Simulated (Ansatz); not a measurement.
**Molybdenum, bcc under PBE: how the plane-wave cutoff moves the result**

Aim: find which plane-wave cutoff is enough for energy and pressure. The geometry was relaxed under PBE beforehand and stays fixed; 9 values are run, from 150 to 800 eV. Wanted are the values from which on the energy stays within 10 and 1 meV/atom, and the pressure within 0.5 GPa, of the last run. Within the series other settings stay, but some runs also write fields, which adds to their time. Spin polarisation is left out.

Computed with Ansatz 0.2.0 (DFT PBE, plane waves with PAW, scalar-relativistic, unless a step says otherwise).

### 1 Starting point

It takes space group Im-3m (No. 229, cubic). The conventional cell has a = 3.163 Å, b = 3.163 Å, c = 3.163 Å, α = 90.00°, β = 90.00°, γ = 90.00°. Around Mo (site symmetry m-3m) lie 8 Mo at 2.74 Å.

As a file:

```
CELL_PARAMETERS angstrom
-1.58138 1.58138 1.58138
1.58138 -1.58138 1.58138
1.58138 1.58138 -1.58138
ATOMIC_POSITIONS crystal
Mo 0.00000 0.00000 0.00000
```

### 2 The usual settings first

Input file input.yaml:

```yaml
crystal:
  lattice:
    - [-1.581379395, 1.581379395, 1.581379395]
    - [1.581379395, -1.581379395, 1.581379395]
    - [1.581379395, 1.581379395, -1.581379395]
  atoms:
    - { symbol: Mo, position: [0.0, 0.0, 0.0] }
hamiltonian:
  xc: pbe
  pseudopotentials:
    kind: paw
    azcp:
      Mo: "pseudopotentials/Mo.paw.azcp"
basis:
  ecutwfc: 420
  fft_grid_basis: typed
kpoints:
  mp_grid: { grid: [23, 23, 23], shift: [0, 0, 0] }
magnetization:
  spin_polarized: false
scf:
  occupations: { method: fermi_dirac, width: 0.1 }
  lower_state_search: "off"
output:
  stress: true
  write_density: true
  write_potential: true
  elf: true
  volumetric_format: npy
```

Started as:

```
$ ansatz run input.yaml --threads 1 --pin off --max-ram 3584MiB --backend cpu --events-out ev --progress --plain --runs-dir out
```

### 3 Run at 150 eV

The run at 150 eV.

Edit input.yaml of step 2 so:

```diff
@@ -14,6 +14,6 @@
 basis:
-  ecutwfc: 420
+  ecutwfc: 150
   fft_grid_basis: typed
 kpoints:
-  mp_grid: { grid: [23, 23, 23], shift: [0, 0, 0] }
+  mp_grid: { grid: [14, 14, 14], shift: [0, 0, 0] }
 magnetization:
@@ -25,5 +25 @@
   stress: true
-  write_density: true
-  write_potential: true
-  elf: true
-  volumetric_format: npy
```

### 4 Run at 200 eV

The run at 200 eV.

Edit input.yaml of step 3 so:

```diff
@@ -14,3 +14,3 @@
 basis:
-  ecutwfc: 150
+  ecutwfc: 200
   fft_grid_basis: typed
```

### 5 Run at 250 eV

The run at 250 eV.

Edit input.yaml of step 4 so:

```diff
@@ -14,3 +14,3 @@
 basis:
-  ecutwfc: 200
+  ecutwfc: 250
   fft_grid_basis: typed
@@ -25 +25,5 @@
   stress: true
+  write_density: true
+  write_potential: true
+  elf: true
+  volumetric_format: npy
```

### 6 Run at 300 eV

The run at 300 eV.

Edit input.yaml of step 5 so:

```diff
@@ -14,3 +14,3 @@
 basis:
-  ecutwfc: 250
+  ecutwfc: 300
   fft_grid_basis: typed
@@ -25,5 +25 @@
   stress: true
-  write_density: true
-  write_potential: true
-  elf: true
-  volumetric_format: npy
```

### 7 Run at 350 eV

The run at 350 eV.

Edit input.yaml of step 6 so:

```diff
@@ -14,3 +14,3 @@
 basis:
-  ecutwfc: 300
+  ecutwfc: 350
   fft_grid_basis: typed
@@ -25 +25,5 @@
   stress: true
+  write_density: true
+  write_potential: true
+  elf: true
+  volumetric_format: npy
```

### 8 Run at 420 eV

The run at 420 eV.

Edit input.yaml of step 7 so:

```diff
@@ -14,3 +14,3 @@
 basis:
-  ecutwfc: 350
+  ecutwfc: 420
   fft_grid_basis: typed
@@ -25,5 +25 @@
   stress: true
-  write_density: true
-  write_potential: true
-  elf: true
-  volumetric_format: npy
```

### 9 Run at 500 eV

The run at 500 eV.

Edit input.yaml of step 8 so:

```diff
@@ -14,3 +14,3 @@
 basis:
-  ecutwfc: 420
+  ecutwfc: 500
   fft_grid_basis: typed
```

### 10 Run at 600 eV

The run at 600 eV.

Edit input.yaml of step 9 so:

```diff
@@ -14,3 +14,3 @@
 basis:
-  ecutwfc: 500
+  ecutwfc: 600
   fft_grid_basis: typed
```

### 11 Run at 800 eV

The run at 800 eV.

Edit input.yaml of step 10 so:

```diff
@@ -14,3 +14,3 @@
 basis:
-  ecutwfc: 600
+  ecutwfc: 800
   fft_grid_basis: typed
```

(Steps that only read results are left out.)

**Question.** What will these runs give?

The runs gave:

| quantity | value |
| --- | --- |
| E(σ → 0) stays within 10 meV/atom of 800 eV | from 350 eV on |
| E(σ → 0) stays within 1 meV/atom | from 500 eV on |
| pressure stays within 0.5 GPa | from 300 eV on |
| pressure at 800 eV | -0.02 GPa |
| CPU time, dearest over cheapest | 4.3 |
| run at the usual settings (mesh 23×23×23 against the series' 14×14×14, 420 eV) | -11.6 meV/atom from 800 eV, -0.42 GPa |

The far end, 150 eV, lies +18400 meV/atom and -58.4 GPa from the yardstick. The energy falls at each step up in cutoff, as the variational principle asks. 1 meV/atom is reached at 500 eV; energy differences often converge earlier, as errors cancel.
